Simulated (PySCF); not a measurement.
Species: C4H8N2 (charge +1 and doublet state).
Cartesian coordinates in Å at the GFN2-xTB level; atoms count from 1:
```xyz
14
C4H8N2 angstrom
N     -1.8847    2.0885    1.0440
C     -1.8231    1.0481    0.5801
C     -1.6123   -0.2389   -0.0302
C     -0.1763   -0.7142    0.1812
C      0.8503    0.2542   -0.4078
N      2.1764   -0.0956   -0.1561
H     -2.3141   -0.9411    0.4298
H     -1.8555   -0.1522   -1.0933
H     -0.0563   -1.6836   -0.3134
H      0.0117   -0.8643    1.2476
H      0.7086    0.4159   -1.4863
H      0.6232    1.2486    0.0488
H      2.4277   -0.6076    0.6769
H      2.9237    0.2418   -0.7433
```

The hyperfine couplings belong to this conformer and change with its torsions.

The species is `[NH2+]CCCC#N` [radical] (charge +1).

The calculation used UKS B3LYP, pcH-1 on C H N, non-relativistic, mean-field spin-orbit, GIAO (PySCF 2.14.0). The structure is a single GFN2-xTB conformer in the gas phase; no vibrational or solvent corrections. Couplings are sensitive to structure, and on GFN2-xTB geometries they can be far from those on DFT ones, by a factor of two or more for some ions and for spin on atoms past the first row. Stability of the SCF solution: not tested.

(1) Predict the first-order ENDOR lines of N6, N1, H13, H14, H7/H8 and H9/H10 under fast tumbling at B = 339.0 mT (X band).

(2) Which pairs are centred on the nuclear Larmor frequency, and which on half the coupling?

Answers

(1) ν± = |νn ± a/2|, one line for each electron-spin manifold; νn = |g_N| × 7.62259 MHz/T × B.

| nuclei | isotope | g_N | νn (MHz) | a_iso (MHz) | lower line (MHz) | upper line (MHz) |
| --- | --- | --- | --- | --- | --- | --- |
| N6 | 14N | 0.4038 | 1.04 | 34.98 | 16.44 | 18.53 |
| N1 | 14N | 0.4038 | 1.04 | 1.06 | 0.51 | 1.57 |
| H13 | 1H | 5.5857 | 14.43 | -57.58 | 14.36 | 43.22 |
| H14 | 1H | 5.5857 | 14.43 | -56.98 | 14.05 | 42.92 |
| H7/H8 | 1H | 5.5857 | 14.43 | 9.75 | 9.56 | 19.31 |
| H9/H10 | 1H | 5.5857 | 14.43 | 5.00 | 11.93 | 16.93 |

(2) Centred on νn, since |a| < 2νn: N1, H7/H8 and H9/H10. Centred on |a|/2 and split by 2νn: N6, H13 and H14.

Couplings of abundant isotopes left out: H11/H12 (226.5 MHz).

Means are taken over nuclei equivalent by connectivity, which assumes that they swap fast. H13 and H14 aren't averaged: N6 is flat or nearly so (angle sum 360°), and its turn about the short N6–C5 bond (1.39 Å) is taken as slow. The 1H value of +9.7 MHz is a mean of couplings from 0.3 to 19.2 MHz in this one geometry, not an average over conformers. The 1H value of +5.0 MHz is a mean of couplings from -1.4 to 11.4 MHz in this one geometry, not an average over conformers.

Hardware: Arm Neoverse V2, one thread, no GPU, shared host with 192 logical CPUs at a one-minute load of 23. Cost: 32 s wall (with the writing of density and orbital grids), 0.83 GiB resident at most.
